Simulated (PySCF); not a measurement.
# Mayer bond orders and bond lengths

C4H4P (charge -1).
Atom-mapped SMILES: `[CH:1]#[C:2][P-:3][CH:4]=[CH2:5]` (hydrogens: H6 on C1; H7 on C4; H8, H9 on C5)

Cartesian coordinates in Å at the GFN2-xTB level; atoms count from 1:
```xyz
9
C4H4P angstrom
C      2.701    0.808    0.568
C      1.777    0.412   -0.104
P      0.549   -0.161   -1.199
C     -0.777   -0.212   -0.022
C     -2.041   -0.591   -0.272
H      3.474    1.153    1.195
H     -0.513    0.098    0.987
H     -2.798   -0.595    0.503
H     -2.358   -0.907   -1.254
```

Bond orders from the PBE0/pcSseg-1 density (PySCF). The structure is a single GFN2-xTB conformer in the gas phase; no vibrational or solvent corrections. The pcSseg-1 basis has no diffuse functions, a weakness for an anion. The HOMO energy is positive at this level (+0.41 eV), so the outermost electrons may be held by the finite basis alone.

Task: How far do the computed orders between heavy atoms stray from the drawn ones?

Result: The largest departure is 0.550, at C1–C2 (drawn triple, 2.450). Drawn double or triple, more than 0.30 short of the drawn order: C1–C2 (2.450). The SMILES, with its formal charges, is one Lewis structure only.

Task: Give the Mayer order of every bond, beside its length.

Result: 
```tsv
bond	drawn as	length (Å)	Mayer order
C1–C2	triple	1.210	2.450
C2–P3	single	1.742	1.107
P3–C4	single	1.774	1.098
C4–C5	double	1.343	1.787
C1–H6	single	1.053	1.100
C4–H7	single	1.088	0.947
C5–H8	single	1.083	0.960
C5–H9	single	1.079	0.956
```

Bonds between the same two heavy elements. C–C: lowest C4–C5 (1.787, 1.343 Å), highest C1–C2 (2.450, 1.210 Å). C–P: all 2 within 0.02 of one another (1.098 to 1.107).

Task: Sum the orders of all bonds at each heavy atom with more than one neighbour and set the sums beside the valence in the SMILES.

Result: C1 3.550 (drawn 4), C2 3.557 (drawn 4), P3 2.205 (drawn 2), C4 3.832 (drawn 4), C5 3.703 (drawn 4). Orders between atoms that aren't bonded are not in these sums.

For a closed shell the Mayer order of atoms A and B is Σ (PS)μν (PS)νμ over the basis functions μ on A and ν on B, with P the density and S the overlap matrix.
